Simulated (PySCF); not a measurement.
# 3,3,3-trifluoropropene (C₃H₃F₃): core binding energies at several levels of theory, part 2 of 3

PySCF 2.14.0. Atoms count from 0. The steps go on from the part before.

**5. Core-electron binding energies: PBE, X2C**

The job: settings as JSON, then the geometry in Å.

```
{"job": {"kind": "xps", "xc": "PBE"}, "charge": 0, "multiplicity": 1}
C      1.347092     0.436747    -0.053011
C      0.370873    -0.463855    -0.008711
C     -1.078130    -0.099373     0.032341
F     -1.276234     1.219865     0.007801
F     -1.731652    -0.626855    -1.008717
F     -1.661393    -0.575371     1.139102
H      2.395032     0.130099    -0.083737
H      1.128523     1.507566    -0.060772
H      0.563956    -1.540496    -0.001432
```

Method: delta-SCF UKS PBE, pcX-2 on the ionised atom, pcseg-1 elsewhere, spin-free X2C.

What it wrote:

```text
ground state, core basis on atom 0 (C), 130 functions
  cycle   1  E = -415.32735970  |g| = 8.03e-01
  cycle   2  E = -415.05703593  |g| = 1.50e+00
  cycle   3  E = -415.43860931  |g| = 1.62e-01
  cycle   4  E = -415.44397734  |g| = 8.19e-02
  cycle   5  E = -415.44554050  |g| = 3.09e-02
  cycle   6  E = -415.44576980  |g| = 3.63e-03
  cycle   7  E = -415.44577260  |g| = 1.30e-03
  cycle   8  E = -415.44577307  |g| = 3.51e-04
  E(ground) = -415.44557577 Eh
hole in C 1s of atom 0
  cycle   1  E = -404.20839447  |g| = 1.52e+00
  cycle   2  E = -403.01452321  |g| = 2.12e+00
  cycle   3  E = -404.64978214  |g| = 5.45e-01
  cycle   4  E = -404.71945129  |g| = 3.79e-01
  cycle   5  E = -404.76058043  |g| = 1.13e-01
  cycle   6  E = -404.76522550  |g| = 2.91e-02
  cycle   7  E = -404.76556831  |g| = 1.04e-02
  cycle   8  E = -404.76562000  |g| = 3.34e-03
  cycle   9  E = -404.76562660  |g| = 1.79e-03
  cycle  10  E = -404.76562841  |g| = 7.88e-04
  cycle  11  E = -404.76562790  |g| = 1.81e-04
  E(ion) = -404.76542328 Eh   <S^2> = 0.7733   hole on atom = 1.000   binding energy = 290.622 eV
ground state, core basis on atom 1 (C), 130 functions
  cycle   1  E = -415.44733219  |g| = 7.48e-02
  cycle   2  E = -415.44659075  |g| = 5.83e-02
  cycle   3  E = -415.44625391  |g| = 6.76e-02
  cycle   4  E = -415.44746105  |g| = 7.54e-03
  cycle   5  E = -415.44747220  |g| = 9.26e-04
  cycle   6  E = -415.44747234  |g| = 2.37e-04
  E(ground) = -415.44716860 Eh
hole in C 1s of atom 1
  cycle   1  E = -404.20425751  |g| = 1.53e+00
  cycle   2  E = -403.10107399  |g| = 2.14e+00
  cycle   3  E = -404.62620490  |g| = 5.64e-01
  cycle   4  E = -404.70582314  |g| = 3.44e-01
  cycle   5  E = -404.75661892  |g| = 6.75e-02
  cycle   6  E = -404.75830608  |g| = 2.55e-02
  cycle   7  E = -404.75850847  |g| = 8.17e-03
  cycle   8  E = -404.75853360  |g| = 2.41e-03
  cycle   9  E = -404.75853749  |g| = 1.03e-03
  cycle  10  E = -404.75853868  |g| = 8.75e-04
  cycle  11  E = -404.75853895  |g| = 2.26e-04
  E(ion) = -404.75825507 Eh   <S^2> = 0.7713   hole on atom = 1.000   binding energy = 290.860 eV
ground state, core basis on atom 2 (C), 130 functions
  cycle   1  E = -415.45644011  |g| = 8.37e-02
  cycle   2  E = -415.45588248  |g| = 7.22e-02
  cycle   3  E = -415.45655158  |g| = 3.79e-02
  cycle   4  E = -415.45677698  |g| = 7.40e-03
  cycle   5  E = -415.45678885  |g| = 7.96e-04
  cycle   6  E = -415.45678889  |g| = 2.66e-04
  E(ground) = -415.45642320 Eh
hole in C 1s of atom 2
  cycle   1  E = -404.01142025  |g| = 1.52e+00
  cycle   2  E = -400.29581768  |g| = 3.26e+00
  cycle   3  E = -404.33232517  |g| = 6.22e-01
  cycle   4  E = -404.36382408  |g| = 6.00e-01
  cycle   5  E = -404.52464814  |g| = 1.74e-01
  cycle   6  E = -404.53442457  |g| = 8.59e-02
  cycle   7  E = -404.53735964  |g| = 2.08e-02
  cycle   8  E = -404.53750104  |g| = 3.85e-03
  cycle   9  E = -404.53750688  |g| = 9.73e-04
  cycle  10  E = -404.53750632  |g| = 8.54e-04
  cycle  11  E = -404.53750777  |g| = 1.42e-04
  E(ion) = -404.53720755 Eh   <S^2> = 0.7618   hole on atom = 1.000   binding energy = 297.127 eV
ground state, core basis on atom 3 (F), 130 functions
  cycle   1  E = -415.49364115  |g| = 1.40e-01
  cycle   2  E = -415.49269013  |g| = 9.15e-02
  cycle   3  E = -415.49244712  |g| = 9.54e-02
  cycle   4  E = -415.49386199  |g| = 1.93e-02
  cycle   5  E = -415.49396080  |g| = 1.49e-03
  cycle   6  E = -415.49396076  |g| = 8.75e-04
  cycle   7  E = -415.49396185  |g| = 6.94e-05
  E(ground) = -415.49370160 Eh
hole in F 1s of atom 3
  cycle   1  E = -389.13923101  |g| = 2.61e+00
  cycle   2  E = -388.65883773  |g| = 2.49e+00
  cycle   3  E = -389.87285426  |g| = 6.91e-01
  cycle   4  E = -389.93484449  |g| = 5.52e-01
  cycle   5  E = -390.03129976  |g| = 5.11e-02
  cycle   6  E = -390.03177967  |g| = 3.51e-02
  cycle   7  E = -390.03234704  |g| = 1.18e-02
  cycle   8  E = -390.03241927  |g| = 2.91e-03
  cycle   9  E = -390.03242408  |g| = 3.98e-04
  E(ion) = -390.03223322 Eh   <S^2> = 0.7544   hole on atom = 1.000   binding energy = 692.842 eV
```

Wall time 15 s (1 thread of Intel Xeon Platinum 8375C at 2.90GHz, shared host); peak memory 0.48 GiB.

Binding energies by hole, beside the orbital energy of the ground state; the difference holds orbital relaxation and, for a density functional, its self-interaction error:

```
     hole  stands for              environment  ΔSCF (eV)  −ε (eV)   ⟨S²⟩
C1s on C0          C0     terminal =CH2 carbon     290.62    269.9  0.773
C1s on C1          C1                alkene CH     290.86    270.0  0.771
C1s on C2          C2               CF3 carbon     297.13    275.6  0.762
F1s on F3  F3, F4, F5  fluorine of a CF3 group     692.84    661.5  0.754
```

Each hole run stands for the others of its class of like atoms.

**6. Core-electron binding energies: HF, X2C**

Same as in step 5 but for these lines:

```diff
@@ -1,2 +1,2 @@
-{"job": {"kind": "xps", "xc": "PBE"}, "charge": 0, "multiplicity": 1}
+{"job": {"kind": "xps", "xc": "HF"}, "charge": 0, "multiplicity": 1}
 C      1.347092     0.436747    -0.053011
```

With the program's defaults for keys left out, this is: delta-SCF UKS HF, pcX-2 on the ionised atom, pcseg-1 elsewhere, spin-free X2C.

What it wrote:

```text
ground state, core basis on atom 0 (C), 130 functions
  cycle   1  E = -413.68026832  |g| = 8.91e-01
  cycle   2  E = -413.80541381  |g| = 5.21e-01
  cycle   3  E = -413.85144503  |g| = 7.04e-02
  cycle   4  E = -413.85295412  |g| = 2.15e-02
  cycle   5  E = -413.85309880  |g| = 4.06e-03
  cycle   6  E = -413.85310616  |g| = 1.71e-03
  cycle   7  E = -413.85310715  |g| = 3.94e-04
  E(ground) = -413.85310715 Eh
hole in C 1s of atom 0
  cycle   1  E = -402.57641876  |g| = 1.49e+00
  cycle   2  E = -402.89989384  |g| = 8.44e-01
  cycle   3  E = -403.13034116  |g| = 1.26e-01
  cycle   4  E = -403.13833113  |g| = 3.94e-02
  cycle   5  E = -403.13968494  |g| = 2.36e-02
  cycle   6  E = -403.14117118  |g| = 1.81e-02
  cycle   7  E = -403.14235139  |g| = 1.49e-02
  cycle   8  E = -403.14379146  |g| = 1.19e-02
  cycle   9  E = -403.14529839  |g| = 3.99e-03
  cycle  10  E = -403.14535516  |g| = 1.36e-03
  cycle  11  E = -403.14536212  |g| = 5.11e-04
  cycle  12  E = -403.14536235  |g| = 1.94e-04
  E(ion) = -403.14536235 Eh   <S^2> = 1.0052   hole on atom = 1.000   binding energy = 291.373 eV
ground state, core basis on atom 1 (C), 130 functions
  cycle   1  E = -413.85625847  |g| = 2.88e-02
  cycle   2  E = -413.85636206  |g| = 5.82e-03
  cycle   3  E = -413.85636989  |g| = 3.39e-03
  cycle   4  E = -413.85637245  |g| = 4.33e-04
  E(ground) = -413.85637245 Eh
hole in C 1s of atom 1
  cycle   1  E = -402.57957379  |g| = 1.50e+00
  cycle   2  E = -402.90222611  |g| = 8.45e-01
  cycle   3  E = -403.13261236  |g| = 1.27e-01
  cycle   4  E = -403.14023963  |g| = 3.87e-02
  cycle   5  E = -403.14137963  |g| = 2.15e-02
  cycle   6  E = -403.14243625  |g| = 1.46e-02
  cycle   7  E = -403.14314588  |g| = 1.06e-02
  cycle   8  E = -403.14376803  |g| = 7.45e-03
  cycle   9  E = -403.14417128  |g| = 2.96e-03
  cycle  10  E = -403.14423337  |g| = 1.06e-03
  cycle  11  E = -403.14423682  |g| = 4.00e-04
  E(ion) = -403.14423682 Eh   <S^2> = 0.8858   hole on atom = 1.000   binding energy = 291.492 eV
ground state, core basis on atom 2 (C), 130 functions
  cycle   1  E = -413.86786131  |g| = 4.44e-02
  cycle   2  E = -413.86811364  |g| = 1.24e-02
  cycle   3  E = -413.86813732  |g| = 5.02e-03
  cycle   4  E = -413.86814214  |g| = 9.20e-04
  cycle   5  E = -413.86814242  |g| = 3.15e-04
  E(ground) = -413.86814242 Eh
hole in C 1s of atom 2
  cycle   1  E = -402.35142237  |g| = 1.48e+00
  cycle   2  E = -402.60905708  |g| = 9.29e-01
  cycle   3  E = -402.85730616  |g| = 1.98e-01
  cycle   4  E = -402.87150961  |g| = 4.68e-02
  cycle   5  E = -402.87290149  |g| = 2.23e-02
  cycle   6  E = -402.87371405  |g| = 1.44e-02
  cycle   7  E = -402.87426097  |g| = 8.35e-03
  cycle   8  E = -402.87447959  |g| = 3.76e-03
  cycle   9  E = -402.87452763  |g| = 2.19e-03
  cycle  10  E = -402.87454182  |g| = 1.89e-03
  cycle  11  E = -402.87456010  |g| = 1.74e-03
  cycle  12  E = -402.87458441  |g| = 1.60e-03
  cycle  13  E = -402.87462920  |g| = 1.32e-03
  cycle  14  E = -402.87468513  |g| = 7.65e-04
  cycle  15  E = -402.87469558  |g| = 3.24e-04
  E(ion) = -402.87469558 Eh   <S^2> = 0.8342   hole on atom = 1.000   binding energy = 299.147 eV
ground state, core basis on atom 3 (F), 130 functions
  cycle   1  E = -413.90640036  |g| = 4.12e-02
  cycle   2  E = -413.90651627  |g| = 1.01e-02
  cycle   3  E = -413.90652958  |g| = 5.17e-03
  cycle   4  E = -413.90653357  |g| = 6.64e-04
  cycle   5  E = -413.90653379  |g| = 1.86e-04
  E(ground) = -413.90653379 Eh
hole in F 1s of atom 3
  cycle   1  E = -387.54151033  |g| = 2.56e+00
  cycle   2  E = -388.19999324  |g| = 1.16e+00
  cycle   3  E = -388.41743161  |g| = 9.31e-02
  cycle   4  E = -388.41961344  |g| = 2.77e-02
  cycle   5  E = -388.41993190  |g| = 1.24e-02
  cycle   6  E = -388.42004068  |g| = 3.68e-03
  cycle   7  E = -388.42005215  |g| = 1.16e-03
  cycle   8  E = -388.42005343  |g| = 5.18e-04
  cycle   9  E = -388.42005373  |g| = 2.17e-04
  E(ion) = -388.42005373 Eh   <S^2> = 0.7613   hole on atom = 1.000   binding energy = 693.522 eV
```

Wall time 14 s (1 thread of Intel Xeon Platinum 8375C at 2.90GHz, shared host); peak memory 0.48 GiB.

Binding energies by hole, beside the orbital energy of the ground state; the difference holds orbital relaxation and, for a density functional, its self-interaction error:

```csv
hole,stands for,environment,ΔSCF (eV),−ε (eV),⟨S²⟩
C1s on C0,C0,terminal =CH2 carbon,291.37 (doubtful),306.9,1.005
C1s on C1,C1,alkene CH,291.49 (doubtful),306.9,0.886
C1s on C2,C2,CF3 carbon,299.15,313.4,0.834
F1s on F3,"F3, F4, F5",fluorine of a CF3 group,693.52,717.4,0.761
```

Each hole run stands for the others of its class of like atoms.

Doubtful: the ion did not converge, its hole moved, or its ⟨S²⟩ is well above 0.75. Rows just under that mark are hardly safer.

**7. Core holes by ΔSCF: SCAN, X2C**

Same as in step 6 but for these lines:

```diff
@@ -1,2 +1,2 @@
-{"job": {"kind": "xps", "xc": "HF"}, "charge": 0, "multiplicity": 1}
+{"job": {"kind": "xps", "basis": "pcX-1"}, "charge": 0, "multiplicity": 1}
 C      1.347092     0.436747    -0.053011
```

Method: delta-SCF UKS SCAN, pcX-1 on the ionised atom, pcseg-1 elsewhere, spin-free X2C.

What it wrote:

```text
ground state, core basis on atom 0 (C), 109 functions
  cycle   1  E = -415.62119343  |g| = 7.98e-01
  cycle   2  E = -415.43809288  |g| = 1.33e+00
  cycle   3  E = -415.72938517  |g| = 1.26e-01
  cycle   4  E = -415.73257510  |g| = 6.25e-02
  cycle   5  E = -415.73347391  |g| = 2.28e-02
  cycle   6  E = -415.73359653  |g| = 3.57e-03
  cycle   7  E = -415.73359982  |g| = 1.71e-03
  cycle   8  E = -415.73359985  |g| = 6.01e-04
  cycle   9  E = -415.73359980  |g| = 2.17e-04
  E(ground) = -415.72784113 Eh
hole in C 1s of atom 0
  cycle   1  E = -404.45611656  |g| = 1.50e+00
  cycle   2  E = -403.71646960  |g| = 1.82e+00
  cycle   3  E = -404.91367260  |g| = 4.96e-01
  cycle   4  E = -404.99065301  |g| = 2.75e-01
  cycle   5  E = -405.01634828  |g| = 8.28e-02
  cycle   6  E = -405.01854041  |g| = 2.79e-02
  cycle   7  E = -405.01884765  |g| = 8.13e-03
  cycle   8  E = -405.01890591  |g| = 4.45e-03
  cycle   9  E = -405.01894166  |g| = 2.63e-03
  cycle  10  E = -405.01895316  |g| = 2.42e-03
  cycle  11  E = -405.01895926  |g| = 6.79e-04
  cycle  12  E = -405.01896152  |g| = 2.31e-04
  E(ion) = -405.01383154 Eh   <S^2> = 0.7975   hole on atom = 1.000   binding energy = 291.543 eV
ground state, core basis on atom 1 (C), 109 functions
  cycle   1  E = -415.73360234  |g| = 6.19e-02
  cycle   2  E = -415.73015778  |g| = 1.28e-01
  cycle   3  E = -415.73452553  |g| = 7.58e-03
  cycle   4  E = -415.73453626  |g| = 5.27e-03
  cycle   5  E = -415.73453982  |g| = 1.28e-03
  cycle   6  E = -415.73454045  |g| = 3.31e-04
  E(ground) = -415.72917354 Eh
hole in C 1s of atom 1
  cycle   1  E = -404.45195201  |g| = 1.51e+00
  cycle   2  E = -403.70697448  |g| = 1.87e+00
  cycle   3  E = -404.89852083  |g| = 5.20e-01
  cycle   4  E = -404.97995216  |g| = 2.65e-01
  cycle   5  E = -405.01029486  |g| = 5.46e-02
  cycle   6  E = -405.01131464  |g| = 2.25e-02
  cycle   7  E = -405.01149996  |g| = 7.39e-03
  cycle   8  E = -405.01153529  |g| = 3.24e-03
  cycle   9  E = -405.01154839  |g| = 1.96e-03
  cycle  10  E = -405.01155148  |g| = 1.16e-03
  cycle  11  E = -405.01155312  |g| = 4.71e-04
  E(ion) = -405.00726624 Eh   <S^2> = 0.7863   hole on atom = 1.000   binding energy = 291.758 eV
ground state, core basis on atom 2 (C), 109 functions
  cycle   1  E = -415.73118250  |g| = 4.53e-02
  cycle   2  E = -415.73033184  |g| = 7.24e-02
  cycle   3  E = -415.73157052  |g| = 1.31e-02
  cycle   4  E = -415.73161109  |g| = 5.85e-03
  cycle   5  E = -415.73161929  |g| = 1.68e-03
  cycle   6  E = -415.73161851  |g| = 2.32e-04
  E(ground) = -415.72454826 Eh
hole in C 1s of atom 2
  cycle   1  E = -404.23515707  |g| = 1.50e+00
  cycle   2  E = -402.00517062  |g| = 2.70e+00
  cycle   3  E = -404.63797569  |g| = 5.12e-01
  cycle   4  E = -404.68684879  |g| = 4.01e-01
  cycle   5  E = -404.75361111  |g| = 1.39e-01
  cycle   6  E = -404.76072814  |g| = 3.99e-02
  cycle   7  E = -404.76143455  |g| = 1.30e-02
  cycle   8  E = -404.76149466  |g| = 4.46e-03
  cycle   9  E = -404.76150559  |g| = 1.11e-03
  cycle  10  E = -404.76150726  |g| = 7.30e-04
  cycle  11  E = -404.76150916  |g| = 6.37e-04
  cycle  12  E = -404.76150815  |g| = 7.88e-05
  E(ion) = -404.75792877 Eh   <S^2> = 0.7715   hole on atom = 1.000   binding energy = 298.417 eV
ground state, core basis on atom 3 (F), 109 functions
  cycle   1  E = -415.73161896  |g| = 4.56e-02
  cycle   2  E = -415.73137585  |g| = 5.17e-02
  cycle   3  E = -415.73184932  |g| = 1.37e-02
  cycle   4  E = -415.73186965  |g| = 6.43e-03
  cycle   5  E = -415.73187843  |g| = 2.14e-03
  cycle   6  E = -415.73187933  |g| = 2.50e-04
  E(ground) = -415.72779969 Eh
hole in F 1s of atom 3
  cycle   1  E = -389.34581106  |g| = 2.57e+00
  cycle   2  E = -389.14336728  |g| = 2.19e+00
  cycle   3  E = -390.09916059  |g| = 5.80e-01
  cycle   4  E = -390.15484104  |g| = 4.12e-01
  cycle   5  E = -390.20883555  |g| = 3.83e-02
  cycle   6  E = -390.20920548  |g| = 1.94e-02
  cycle   7  E = -390.20939015  |g| = 5.82e-03
  cycle   8  E = -390.20940249  |g| = 3.41e-03
  cycle   9  E = -390.20940806  |g| = 5.27e-04
  cycle  10  E = -390.20940891  |g| = 1.42e-04
  E(ion) = -390.21234477 Eh   <S^2> = 0.7565   hole on atom = 1.000   binding energy = 694.311 eV
```

Wall time 18 s (1 thread of Intel Xeon Platinum 8375C at 2.90GHz, shared host); peak memory 0.48 GiB.

Binding energies by hole, beside the orbital energy of the ground state; the difference holds orbital relaxation and, for a density functional, its self-interaction error:

```csv
hole,stands for,environment,ΔSCF (eV),−ε (eV),⟨S²⟩
C1s on C0,C0,terminal =CH2 carbon,291.54,274.5,0.798
C1s on C1,C1,alkene CH,291.76,274.6,0.786
C1s on C2,C2,CF3 carbon,298.42,280.5,0.771
F1s on F3,"F3, F4, F5",fluorine of a CF3 group,694.31,667.5,0.757
```

Each hole run stands for the others of its class of like atoms.

(Part 2 of 3 ends here.)
